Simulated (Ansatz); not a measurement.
`[F][AlH][SH]` + H₂S → `[SH][AlH][SH]` + H–F at 600 K and 1 bar (ligand exchange at the Al–F bond).

Calculated with Ansatz (gas phase, PBE0-D4/def2-TZVP geometries, no zero-point term in ΔE). CCSD(T)/CBS is frozen-core, at the limit of the def2 triple- and quadruple-zeta sets. One conformer a species, not always the lowest.

```json
{"species": "`[F][AlH][SH]`", "CCSD(T)/CBS energy (Eh)": "-740.89908", "H − E (kJ/mol)": "88.2", "S (J/(mol·K))": "347.0"}
{"species": "H₂S", "CCSD(T)/CBS energy (Eh)": "-398.97119", "H − E (kJ/mol)": "60.8", "S (J/(mol·K))": "230.9"}
{"species": "`[SH][AlH][SH]`", "CCSD(T)/CBS energy (Eh)": "-1039.44978", "H − E (kJ/mol)": "114.2", "S (J/(mol·K))": "376.1"}
{"species": "H–F", "CCSD(T)/CBS energy (Eh)": "-100.39431", "H − E (kJ/mol)": "42.3", "S (J/(mol·K))": "194.0"}
```

H − E and S are ideal-gas, rigid-rotor, harmonic terms from PBE0-D4/def2-TZVP, for one conformer and one mirror image of each species. 1 Eh = 2625.50 kJ/mol, R = 8.31446 J/(mol·K).

Task: By hand: ΔE, ΔH, ΔS and ΔG.

Result: ΔE = (-1039.44978) + (-100.39431) − (-740.89908) − (-398.97119) = 0.02618 Eh = 68.7 kJ/mol. Δ(H − E) = 114.2 + 42.3 − 88.2 − 60.8 = 7.5, so ΔH = 76.2 kJ/mol. ΔS = 376.1 + 194.0 − 347.0 − 230.9 = -7.8 J/(mol·K). ΔG = 76.2 − 600 × (-7.8)/1000 = 80.9 kJ/mol.

Task: By hand: the equilibrium constant, and the temperature at which ΔG would vanish if ΔH and ΔS stayed fixed.

Result: log₁₀ K = −ΔG/(RT ln 10) = -7.0. ΔH and −TΔS have one sign here, so there is no such temperature.

The number of gas molecules stays the same, so ΔS is small and ΔH decides. A doubt of 5 kJ/mol in ΔE shifts log₁₀ K by 0.4 here. Other conformers and mirror images would add mixing entropy, several J/(mol·K) or more a flexible species. These are equilibria of isolated gas molecules and say nothing of rates. Largest T1 diagnostic: 0.012 (customary marks: 0.02 for closed shells, 0.045 for open ones).

ΔS is within the doubt of such terms, so its sign, and with it that verdict, could turn.
